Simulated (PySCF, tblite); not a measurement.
Thiazole, C₃H₃NS.
Bonds: C1–C2 (aromatic), C2–S3 (aromatic), S3–C4 (aromatic), C4–N5 (aromatic), C1–N5 (aromatic). Hydrogens: H6 on C1; H7 on C2; H8 on C4.

Computed geometry: GFN2-xTB, gas phase.

Problem. What internal coordinates does the optimisation give?

Solution. 
```csv
bond,length (Å)
C1–C2,1.359
C2–S3,1.719
S3–C4,1.738
C4–N5,1.280
C1–N5,1.353
C1–H6,1.075
C2–H7,1.071
C4–H8,1.071
```

A selection of angles:
```csv
angle,degrees
C2–C1–N5,115.1
C2–C1–H6,125.8
N5–C1–H6,119.1
C1–C2–S3,110.3
C1–C2–H7,129.0
S3–C2–H7,120.7
C2–S3–C4,88.0
S3–C4–N5,115.1
S3–C4–H8,120.7
N5–C4–H8,124.2
C1–N5–C4,111.6
```

The 5-membered ring C1–C2–S3–C4–N5 has internal angles of 88.0° to 115.1°; it is planar, 0.00 Å rms from its mean plane, widest ring torsion 0°. S3 (thiophene-type sulfur) is bent (angle 88.0°). The 2 C–N bonds span 1.280 Å (C4–N5, aromatic) to 1.353 Å (C1–N5, aromatic), a spread of 0.073 Å. The 5 heavy atoms lie in one plane (0.000 Å rms).

Point group: Cs (tolerance 0.08 Å). Its GFN2-xTB frequencies are all real (lowest 433 cm⁻¹).
